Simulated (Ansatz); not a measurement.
# doublet HCl+: levels of theory compared

We compute a comparison of 6 runs (UB3LYP/6-31G*, UBHLYP/def2-TZVPPD, UBLYP/def2-TZVPPD, UPBE-QIDH/def2-TZVPPD, UMP2/def2-TZVPPD, UCCSD/def2-TZVPPD) of doublet HCl+. 

Program for the calculation: Ansatz 0.2.0.

32 further runs of the same task are left out: 32 set aside as unsound or not needed.

### 1 The structure to begin with

The species is HCl+ (2 atoms), meant as a doublet with charge +1. SMILES of the parent species: `Cl`. Geometry: relaxed at PBE0-D4/def2-TZVP. That shape belongs to the parent species and isn't relaxed for this state.

Bond lengths: Cl1–H2 1.279 Å.

### 2 The energy at UB3LYP/6-31G(d) (Cartesian functions) (run 1)

Input file molecule.yaml:

```yaml
crystal:
  periodic: [false, false, false]
  atoms:
    - symbol: Cl
      position_ang: [0.546000, -0.178500, 0.280800]
    - symbol: H
      position_ang: [-0.546000, 0.178500, -0.280800]
basis:
  gaussian:
    orbitals: "6-31G*"
total_charge: 1
magnetization:
  spin_polarized: true
  initial_magnetization: 1
hamiltonian:
  xc: {name: B3LYP}
accuracy: high
output: {orbitals: {seedname: orbitals}}
```

Started as:

```sh
ansatz run molecule.yaml --threads 1 --pin off --max-ram 3480MiB --events-out events.jsonl --progress --plain --runs-dir runs
```

The log of the run:

```text
Warning: RAYON_NUM_THREADS=1 ignored (pool sized by the plan → 1); use --threads N
Functional definition: B3LYP
  name "B3LYP"
  parameter a0 = 0.2
  parameter ax = 0.72
  parameter ac = 0.81
  exchange = (1 - a0 - ax)*slater_x + ax*b88_x + a0*exact_x
  correlation = (1 - ac)*vwn_rpa_c + ac*lyp_c
328 factors; integrals over basis functions are off by at most 3.1e-9 eV
mean field evaluation 1: about -12525.2427 eV, gradient 1.3e1 eV
mean field evaluation 2: about -12525.7359 eV, gradient 8.8e0 eV
mean field evaluation 4: about -12526.1220 eV, gradient 4.8e-1 eV
mean field evaluation 8: about -12526.1460 eV, gradient 1.8e-2 eV
mean field evaluation 16: about -12526.1460 eV, gradient 1.3e-6 eV
mean field -12526.14596621 eV, -460.3273737314 hartree, gradient 5.3e-9 eV, S^2 0.752418; 0 other end points of the search recorded, 0 dependent functions left out
reference -12526.14598872 eV, -460.3273745589 hartree; 9, 8 occupied and 12, 13 virtual orbitals, 328 factors
Total energy: -12526.14598872 eV, -460.3273745589 hartree
```

Wall time 0.92 s (1 thread of Arm Neoverse V2, shared host).

### 3 A single-point energy at UBHLYP/def2-TZVPPD (run 2)

Input file run.yaml:

```yaml
crystal:
  periodic: [false, false, false]
  atoms:
    - {symbol: Cl, position_ang: [0.546000, -0.178500, 0.280800]}
    - {symbol: H, position_ang: [-0.546000, 0.178500, -0.280800]}
basis:
  gaussian: {orbitals: def2-TZVPPD.json}
total_charge: 1
magnetization: {spin_polarized: true, initial_magnetization: 1}
hamiltonian: {xc: {name: BHLYP}}
accuracy: high
output: {orbitals: {seedname: orbitals}}
```

The basis set def2-TZVPPD is read from a file made from the Basis Set Exchange's data (not shown).

Started as:

```sh
ansatz run run.yaml --threads 1 --pin off --max-ram 3480MiB --events-out events.jsonl --progress --plain --runs-dir runs
```

The log of the run:

```text
Warning: RAYON_NUM_THREADS=1 ignored (pool sized by the plan → 1); use --threads N
Functional definition: BHLYP
  name "BHLYP"
  parameter a = 0.5
  exchange = (1 - a)*b88_x + a*exact_x
  correlation = lyp_c
849 factors; integrals over basis functions are off by at most 3.7e-9 eV
mean field evaluation 1: about -12526.2739 eV, gradient 1.3e1 eV
mean field evaluation 2: about -12526.7775 eV, gradient 6.9e0 eV
mean field evaluation 4: about -12526.8975 eV, gradient 6.7e-1 eV
mean field evaluation 8: about -12526.9215 eV, gradient 1.7e-2 eV
mean field evaluation 16: about -12526.9215 eV, gradient 8.4e-6 eV
mean field -12526.92147217 eV, -460.3558730500 hartree, gradient 2.0e-8 eV, S^2 0.755365; 0 other end points of the search recorded, 0 dependent functions left out
reference -12526.92148814 eV, -460.3558736369 hartree; 9, 8 occupied and 59, 60 virtual orbitals, 849 factors
Total energy: -12526.92148814 eV, -460.3558736369 hartree
```

Wall time 2 s (1 thread of Arm Neoverse V2, shared host); peak memory 0.14 GiB.

Runs 3 to 5 aren't shown in full; the table further down has their settings and results.

### 4 A single-point energy at UCCSD/def2-TZVPPD (run 6)

Input file in.yaml:

```yaml
crystal:
  periodic: [false, false, false]
  atoms:
    - {symbol: Cl, position_ang: [0.546000, -0.178500, 0.280800]}
    - {symbol: H, position_ang: [-0.546000, 0.178500, -0.280800]}
basis:
  gaussian:
    orbitals: def2-TZVPPD.json
total_charge: 1
magnetization:
  spin_polarized: true
  initial_magnetization: 1
correlation:
  method: ccsd
  frozen_orbitals: {Cl: 5, H: 0}
accuracy: high
scf:
  omitted_lower_state_checks: [cluster_reference, increment]
```

The basis set def2-TZVPPD is read from a file made from the Basis Set Exchange's data (not shown).

Started as:

```sh
ansatz run in.yaml --threads 1 --pin off --max-ram 3480MiB --events-out events.jsonl --progress --plain --runs-dir runs
```

The log of the run:

```text
Warning: RAYON_NUM_THREADS=1 ignored (pool sized by the plan → 1); use --threads N
Functional definition: HF
  name "HF"
  exchange = exact_x
  correlation = 0
these checks for a lower state are left out or cut short: cluster_reference, increment
849 factors; integrals over basis functions are off by at most 3.7e-9 eV
mean field evaluation 1: about -12507.8859 eV, gradient 1.0e1 eV
mean field evaluation 2: about -12507.8901 eV, gradient 1.0e1 eV
mean field evaluation 4: about -12508.4201 eV, gradient 1.2e0 eV
mean field evaluation 8: about -12508.4332 eV, gradient 1.9e-4 eV
mean field evaluation 16: about -12508.4330 eV, gradient 3.4e-3 eV
mean field -12508.43318484 eV, -459.6764410224 hartree, gradient 4.7e-8 eV, S^2 0.761862; 2 other end points of the search recorded, 0 dependent functions left out
5 core orbitals not correlated: weight in the atoms' cores, before any rotation towards them, 1.000 or more for the frozen orbitals, at most 0.000 for the correlated occupied ones
reference -12508.43318484 eV, -459.6764410224 hartree; 4, 3 occupied and 59, 60 virtual orbitals, 849 factors
second order -4.39568889 eV of doubles, -0.00000000 eV of singles
cycle   1  -4.91990226 eV  change   -5.2e-1 eV  update   4.3e-2
cycle   2  -5.08785691 eV  change   -1.7e-1 eV  update   1.5e-2
cycle   3  -5.09590029 eV  change   -8.0e-3 eV  update   3.6e-3
cycle   4  -5.09612825 eV  change   -2.3e-4 eV  update   9.5e-4
cycle   5  -5.09590965 eV  change    2.2e-4 eV  update   3.3e-4
cycle   6  -5.09596142 eV  change   -5.2e-5 eV  update   9.6e-5
cycle   7  -5.09598565 eV  change   -2.4e-5 eV  update   2.6e-5
cycle   8  -5.09598240 eV  change    3.3e-6 eV  update   8.0e-6
cycle   9  -5.09598152 eV  change    8.8e-7 eV  update   2.1e-6
cycle  10  -5.09598201 eV  change   -4.9e-7 eV  update   6.9e-7
cycle  11  -5.09598208 eV  change   -6.4e-8 eV  update   2.5e-7
cycle  12  -5.09598193 eV  change    1.5e-7 eV  update   9.1e-8
cycle  13  -5.09598190 eV  change    2.4e-8 eV  update   3.6e-8
cycle  14  -5.09598189 eV  change    1.1e-8 eV  update   1.8e-8
cycle  15  -5.09598189 eV  change  -9.6e-10 eV  update   1.1e-8
cycle  16  -5.09598176 eV  change    1.3e-7 eV  update   4.9e-8
cycle  17  -5.09598175 eV  change    1.6e-8 eV  update   1.2e-8
cycle  18  -5.09598175 eV  change    1.7e-9 eV  update   2.6e-9
cycle  19  -5.09598175 eV  change  -1.2e-10 eV  update  7.0e-10
Total energy: -12513.52916659 eV, -459.8637148974 hartree
Checks for a lower state left out: cluster_reference, increment
```

Wall time 2 s (1 thread of Arm Neoverse V2, shared host); peak memory 0.33 GiB.

### 5 All runs side by side

| run | level | Cartesian functions | frozen core orbitals | energy (Eh) | HOMO energy (eV) | LUMO energy (eV) | ⟨S²⟩ | wall time |
| --- | --- | --- | --- | --- | --- | --- | --- | --- |
| 1 | UB3LYP/6-31G* (Cartesian functions) | yes | – | -460.327375 | -19.06 | -16.43 | 0.752 | 0.92 s |
| 2 | UBHLYP/def2-TZVPPD | no | – | -460.355874 | -20.83 | -14.43 | 0.755 | 2 s |
| 3 | UBLYP/def2-TZVPPD | no | – | -460.352277 | -17.72 | -17.40 | 0.753 | 2.7 s |
| 4 | UPBE-QIDH/def2-TZVPPD | no | 5 | -460.116664 | -21.83 | -12.83 | 0.758 | 2.5 s |
| 5 | UMP2/def2-TZVPPD | no | 5 | -459.837980 | – | – | 0.762 | 0.62 s |
| 6 | UCCSD/def2-TZVPPD | no | 5 | -459.863715 | – | – | 0.762 | 2 s |

### 6 Summary of results

| quantity | value |
| --- | --- |
| run 6: total energy | -459.86371 Eh |
| run 6: correlation energy (5 core orbitals frozen) | -187.3 mEh |
| run 6: ⟨S²⟩ of the reference determinant | 0.762 |
| run 6: T1 diagnostic | 0.009 |

**Reading.** Totals of different functionals can't be ranked against each other. All runs together took 11 s, the longest 2.7 s.
